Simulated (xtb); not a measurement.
HS, charge +2, doublet, at a GFN2-xTB geometry of the parent state (a state made from the parent by changing its charge; the spin is typed, not shown lowest); xtb 6.7.1 with GFN0-xTB.

The xtb input:
```
$ xtb mol.xyz --gfn 0 --chrg 2 --uhf 1 --json

# file mol.xyz
2

S     -0.00000000    -0.00000000    -0.07826331
H      0.00000000     0.00000000     1.25221295
```

It wrote (shortened):

```
   ID    Z sym.   atoms
    1   16 S      1
    2    1 H      2

           -------------------------------------------------
          |                Calculation Setup                |
           -------------------------------------------------

           -------------------------------------------------
          |                 G F N 0 - x T B                 |
           -------------------------------------------------

          ...................................................
          :                      SETUP                      :
          :.................................................:
          :  # basis functions                  12          :
          :  # atomic orbitals                  11          :
          :  # shells                            5          :
          :  # electrons                         5          :
          :  electronic temp.          300.0000000     K    :
          :  accuracy                    1.0000000          :
          :  -> integral cutoff          0.2500000E+02      :
          :  -> integral neglect         0.1000000E-07      :
          ...................................................

         :::::::::::::::::::::::::::::::::::::::::::::::::::::
         ::                     SUMMARY                     ::
         :::::::::::::::::::::::::::::::::::::::::::::::::::::
         :: total energy               0.606044935820 Eh    ::
         :: gradient norm              0.144584528272 Eh/a0 ::
         :: HOMO-LUMO gap              0.000000000000 eV    ::
         ::.................................................::
         :: H0 energy                 -2.902844307827 Eh    ::
         :: repulsion energy           0.010742724383 Eh    ::
         :: electrostat energy         3.498172939614 Eh    ::
         :: -> Gsolv                   0.000000000000 Eh    ::
         ::    -> Gsasa                0.000000000000 Eh    ::
         ::    -> Gshift               0.000000000000 Eh    ::
         :: dispersion energy         -0.000026420349 Eh    ::
         :: short-range corr.          0.000000000000 Eh    ::
         :: add. restraining           0.000000000000 Eh    ::
         :: total charge               2.000000000000 e     ::
         :::::::::::::::::::::::::::::::::::::::::::::::::::::

           -------------------------------------------------
          |                Property Printout                |
           -------------------------------------------------

    * Orbital Energies and Occupations

         #    Occupation            Energy/Eh            Energy/eV
      -------------------------------------------------------------
         1        2.0000           -0.7278139             -19.8048
         2        2.0000           -0.5198098             -14.1447
         3        0.5000           -0.4062798             -11.0554 (HOMO)
         4        0.5000           -0.4062798             -11.0554 (LUMO)
         5                         -0.1963275              -5.3423
         6                         -0.0969495              -2.6381
         7                         -0.0575933              -1.5672
         8                         -0.0575933              -1.5672
         9                         -0.0575933              -1.5672
        10                         -0.0575933              -1.5672
        11                          0.7559857              20.5714
      -------------------------------------------------------------
                  HL-Gap            0.0000000 Eh            0.0000 eV
             Fermi-level            0.0000000 Eh            0.0000 eV

     #   Z          covCN         q      C6AA      α(0)
     1  16 S        0.923     1.351    95.593    16.540
     2   1 H        0.923     0.649     0.205     0.707

 Mol. C6AA /au·bohr⁶  :        104.625549
 Mol. C8AA /au·bohr⁸  :       4900.518216
 Mol. α(0) /au        :         17.247409

Wiberg/Mayer (AO) data.
largest (>0.10) Wiberg bond orders for each atom

 ---------------------------------------------------------------------------
     #   Z sym  total        # sym  WBO       # sym  WBO       # sym  WBO
 ---------------------------------------------------------------------------
     1  16 S    0.986 --     2 H    0.986
     2   1 H    0.986 --     1 S    0.986
 ---------------------------------------------------------------------------

Topologies differ in total number of bonds
Writing topology from bond orders to xtbtopo.mol

 dipole moment from electron density (au)
     X       Y       Z
   0.0000  -0.0000   0.0256  total (Debye):    0.065

           -------------------------------------------------
          | TOTAL ENERGY                0.606044935820 Eh   |
          | GRADIENT NORM               0.144584528272 Eh/α |
          | HOMO-LUMO GAP               0.000000000000 eV   |
           -------------------------------------------------

normal termination of xtb
```
